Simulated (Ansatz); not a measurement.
The first iterations of a band of C4H7NO (13 atoms, charge 0, multiplicity 1).

Computed with RKS revPBE/def2-SVP in Ansatz.

* movable images: 7
* climbing image: yes
* spring: 20.0 eV/Å²
* optimiser: quadratic models (default)
* start path: through a guess of the saddle point
* force threshold: 0.03 eV/Å
* iteration limit: 60
* end points: relaxed

First end point:

```xyz
13
Properties=species:S:1:pos:R:3
C -1.174 1.990 1.220
C -0.262 1.181 0.667
O 0.933 0.602 0.976
C 0.301 0.329 -0.362
C -0.123 -1.118 -0.595
N 0.971 -2.073 -0.786
H -2.074 2.268 0.655
H -1.032 2.389 2.235
H 0.863 0.806 -1.192
H -0.744 -1.449 0.264
H -0.786 -1.141 -1.489
H 1.538 -1.804 -1.602
H 1.608 -2.016 0.021
```

Last end point:

```xyz
13
Properties=species:S:1:pos:R:3
C -0.849 2.183 0.590
C -0.146 0.867 0.744
O 0.148 0.288 1.847
C 0.507 0.003 -0.115
C 0.089 -1.321 -0.627
N 1.104 -2.324 -0.964
H -1.868 2.102 1.021
H -0.314 2.968 1.163
H -0.922 2.487 -0.472
H -0.660 -1.783 0.061
H -0.499 -1.070 -1.550
H 1.806 -1.889 -1.580
H 1.623 -2.547 -0.104
```

| iteration | highest image above the first end (eV) | largest band force component (eV/Å) |
| --- | --- | --- |
| 1 | 6.051 | 7.984 |
| 2 | 4.440 | 2.866 |
| 3 | 4.161 | 3.246 |
| 4 | 3.760 | 2.333 |
| 5 | 3.946 | 4.251 |

Question: Does the band converge within its limit, and where does its top end?

Answer: The run converged. It ended after 17 iterations with the highest image 3.855 eV above the first end. Neighbouring images differ by up to 2.3 eV, so the band resolves the path poorly. Another band between the same ends (7 images) ends at a top of the same energy, where a vibrational analysis finds 1 clearly imaginary mode. The orbitals stay closed-shell, which can raise the energy where a bond breaks towards radicals; this wasn't checked here.

Time of the run: 4.7 min on 2 threads of Arm Neoverse V1, on a shared host, peak memory 0.15 GiB.
